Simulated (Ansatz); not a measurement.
α-N2 was calculated with r²SCAN in Ansatz (plane waves, PAW).

Run with plane-wave cutoff 600 eV, 4×4×4 k mesh, scalar-relativistic PAW data made under PBE.

Cell (relaxed at this level):

N has the cubic space group Pa-3 (No. 205), Pearson symbol cP8. Lattice parameters: a = 5.7744 Å, b = 5.7744 Å, c = 5.7744 Å, α = 90.00°, β = 90.00°, γ = 90.00°. N on 8c is surrounded by 1 N at 1.093 Å. (Neighbours: up to the widest gap in distance over summed covalent radii, below 1.35, at either atom.)

Q: What does this level give for the Poisson ratio, elastic constant C12, elastic constant C11 and elastic constant C44?

A: 
Poisson ratio: 0.276
elastic constant C12: 1.10 GPa
elastic constant C11: 1.90 GPa
elastic constant C44: 1.06 GPa

Note: the cell comes from a level without a dispersion term, which matters for the spacing of layers, chains or molecules.

Elastic constants are with the ions relaxed.

Static lattice: no zero-point or thermal effects.

Cost on a shared machine: very roughly 19 core-minutes.

Ansatz is an electronic-structure program.
